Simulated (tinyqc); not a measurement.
Pariser-Parr-Pople SCF with singles CI, for the molecule N=CC=O (SMILES; centres numbered as the heavy atoms are written), step by step. One step of it, computed by the program tinyqc.

Question. Iteration 1: Fock matrix. F_rr = H_rr + P_rr gamma_rr / 2 + sum_(s != r) P_ss gamma_rs; F_rs = H_rs - P_rs gamma_rs / 2; E = tr P (H + F) / 2 + core repulsion sum_(r<s) z_r z_s gamma_rs.

P at the start, order 1N, 2C, 3C, 4O:
$$\begin{pmatrix}
1.000000 & 0.899932 & 0.000000 & -0.436029 \\
0.899932 & 1.000000 & 0.436029 & 0.000000 \\
0.000000 & 0.436029 & 1.000000 & 0.899932 \\
-0.436029 & 0.000000 & 0.899932 & 1.000000
\end{pmatrix}$$

core matrix H (eV), order 1N, 2C, 3C, 4O:
$$\begin{pmatrix}
-32.146803 & -2.220000 & 0.000000 & 0.000000 \\
-2.220000 & -29.457373 & -2.190000 & 0.000000 \\
0.000000 & -2.190000 & -29.934458 & -2.300000 \\
0.000000 & 0.000000 & -2.300000 & -34.903680
\end{pmatrix}$$

repulsion gamma_rs (eV), order 1N, 2C, 3C, 4O:
$$\begin{pmatrix}
10.460000 & 7.258666 & 5.138253 & 3.719884 \\
7.258666 & 10.040000 & 7.185558 & 5.373149 \\
5.138253 & 7.185558 & 10.040000 & 7.970647 \\
3.719884 & 5.373149 & 7.970647 & 15.200000
\end{pmatrix}$$

Centres (angstrom, eV; a flat drawing with bonds scaled to 1.40 angstrom):
```
centre          x          y  core charge z          W   gamma_rr
1N       1.848000  -0.127000              1  16.030000  10.460000
2C       0.559000   0.421000              1   9.640000  10.040000
3C      -0.559000  -0.421000              1   9.640000  10.040000
4O      -1.848000   0.127000              1  17.840000  15.200000
```

Give: F; pi energy.

Answer.

F (eV), order 1N, 2C, 3C, 4O:
$$\begin{pmatrix}
-10.800 & -5.486 & 0.000 & 0.811 \\
-5.486 & -4.620 & -3.757 & 0.000 \\
0.000 & -3.757 & -4.620 & -5.887 \\
0.811 & 0.000 & -5.887 & -10.240
\end{pmatrix}$$

pi energy = -58.964 eV
